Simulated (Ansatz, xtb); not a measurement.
**Relaxing a trial structure of CH5SSi+**

The starting geometry of this gas-phase singlet was built from a drawn formula by distance geometry and a force field; its bonds are those of `[CH2+][SiH2]S`.

```yaml
atoms:
  - { symbol: C, position_ang: [0.5303, 1.5449, 1.9234] }
  - { symbol: S, position_ang: [-1.5510, -0.3601, 0.5640] }
  - { symbol: Si, position_ang: [0.3602, 0.5426, 0.4749] }
  - { symbol: H, position_ang: [1.3267, 1.2755, 2.6390] }
  - { symbol: H, position_ang: [-0.0703, 2.3886, 2.1015] }
  - { symbol: H, position_ang: [1.3653, -0.5295, 0.4431] }
  - { symbol: H, position_ang: [0.4356, 1.3591, -0.7558] }
  - { symbol: H, position_ang: [-1.3900, -1.0499, 1.7027] }
```

Question: Predict what becomes of its bonds when it is optimised with r2SCAN-D4/def2-SVP.

Answer: It rearranges to `C1[SiH2][SH+]1`. Contacts that close: C1–S2 (3.13 → 1.89 Å).

The energy falls by 2.11 eV over 11 steps:

```csv
step,E − E(last) (eV)
1,2.112
2,1.747
3,1.416
4,1.068
5,0.643
7,0.046
8,0.015
9,0.001
10,0.000
11,0.000
```

Final geometry (Å):

```yaml
atoms:
  - { symbol: C, position_ang: [0.1852, 1.2801, 1.8460] }
  - { symbol: S, position_ang: [-1.3028, 0.2631, 1.2724] }
  - { symbol: Si, position_ang: [0.6861, 0.5794, 0.2133] }
  - { symbol: H, position_ang: [0.6008, 0.9131, 2.7934] }
  - { symbol: H, position_ang: [-0.1293, 2.3319, 1.9013] }
  - { symbol: H, position_ang: [1.4584, -0.6766, 0.1984] }
  - { symbol: H, position_ang: [0.4690, 1.3929, -0.9961] }
  - { symbol: H, position_ang: [-0.9607, -0.9127, 1.8642] }
```

From the same start GFN2-xTB reaches the same bonding as this run.

The end wasn't checked by frequencies. Run with Ansatz 0.2.0, 35 s on 1 thread of AMD EPYC (Zen 3) (shared host).
